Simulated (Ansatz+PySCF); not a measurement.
Results of a calculation; reference values are marked as such.
Several solutions for singlet Li₂

| atom | x (Å) | y (Å) | z (Å) |
| --- | --- | --- | --- |
| Li | 0.0000 | 0.0000 | -2.7174 |
| Li | 0.0000 | 0.0000 | 2.7174 |

Basis set: 6-31G (spherical functions). Charge 0, multiplicity 1.

PBE0 (unrestricted) was run from several starts with Ansatz (development build ahead of 0.2.0) and PySCF 2.14.0.

| run | program | start | converged | energy (hartree) | <S²> |
| --- | --- | --- | --- | --- | --- |
| A | Ansatz | atomic start, no search | yes | -14.91684 | 0.00 |
| B | PySCF | program defaults | yes | -14.91684 | 0.00 |
| C | Ansatz | stability test followed | yes | -14.93271 | 0.94 |
| D | Ansatz | search for the lowest state | yes | -14.93271 | 0.94 |

**Question.** Which runs reached the lowest solution of this kind, and what is wrong with the others?

**Answer.** C, D reached the lowest solution found. Converged but too high: A by 0.43 eV, B by 0.43 eV. Convergence only shows a stationary point, and even a stable one can lie too high; stability tests and further starts are what find lower ones. Caution: the unrestricted determinant is a mixture of spin states.
